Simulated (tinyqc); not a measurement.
Harmonic frequencies on the RHF/sto-3g surface (energies and gradients from PySCF), for H2F+, spin multiplicity 1, step by step. One step of it, computed by the program tinyqc.

Task: Normal modes. Diagonalise H_ij / sqrt(m_i m_j); the 6 smallest eigenvalues belong to translations and rotations; wavenumber = sqrt(eigenvalue / 1822.888) x 219474.63; each mode has its largest component positive (the first on a tie); zero-point energy = sum of wavenumbers / 2, with 349.755 1/cm per kcal/mol.

Hessian (symmetrised) (hartree/bohr^2):
```
             1Fx          1Fy          1Fz          2Hx          2Hy          2Hz          3Hx          3Hy
1Fx   0.00373458  -0.01650959   0.04061553  -0.00110903  -0.01126002  -0.01600643  -0.00262345   0.02776962
1Fy  -0.01650959   0.87646924   0.01548103  -0.01665991  -0.41896373  -0.30183948   0.03316952  -0.45750675
1Fz   0.04061553   0.01548103   0.49080127  -0.01732178  -0.23708484  -0.26543576  -0.02329433   0.22160377
2Hx  -0.00110903  -0.01665991  -0.01732178   0.00095048   0.01365085   0.01467836   0.00015750   0.00300906
2Hy  -0.01126002  -0.41896373  -0.23708484   0.01365085   0.44121927   0.27117511  -0.00239090  -0.02225485
2Hz  -0.01600643  -0.30183948  -0.26543576   0.01467836   0.27117511   0.24204343   0.00132836   0.03066455
3Hx  -0.00262345   0.03316952  -0.02329433   0.00015750  -0.00239090   0.00132836   0.00246491  -0.03077864
3Hy   0.02776962  -0.45750675   0.22160377   0.00300906  -0.02225485   0.03066455  -0.03077864   0.47976215
3Hz  -0.02460916   0.28635854  -0.22537019   0.00264346  -0.03409100   0.02339470   0.02196599  -0.25226769

             3Hz
1Fx  -0.02460916
1Fy   0.28635854
1Fz  -0.22537019
2Hx   0.00264346
2Hy  -0.03409100
2Hz   0.02339470
3Hx   0.02196599
3Hy  -0.25226769
3Hz   0.20197782
```

masses (u): 1F 18.998403, 2H 1.007825, 3H 1.007825

Give: eigenvalues of the mass-weighted Hessian; harmonic wavenumbers of the vibrations; mass-weighted modes; zero-point energy.

Result:

eigenvalues of the mass-weighted Hessian (hartree/(bohr^2 u)): 0.000  0.000  0.000  0.000  0.000  0.000  0.113  0.638  0.680

harmonic wavenumbers of the vibrations (1/cm): 1725.2  4105.4  4237.4

mass-weighted modes:
```
     mode 1  mode 2  mode 3
1Fx  -0.022   0.014   0.004
1Fy   0.009  -0.006  -0.260
1Fz  -0.258   0.169  -0.010
2Hx   0.054  -0.021   0.022
2Hy  -0.408  -0.577   0.552
2Hz   0.545  -0.390   0.402
3Hx   0.040  -0.041  -0.042
3Hy   0.367   0.604   0.579
3Hz   0.574  -0.345  -0.358
```

zero-point energy = 14.393 kcal/mol
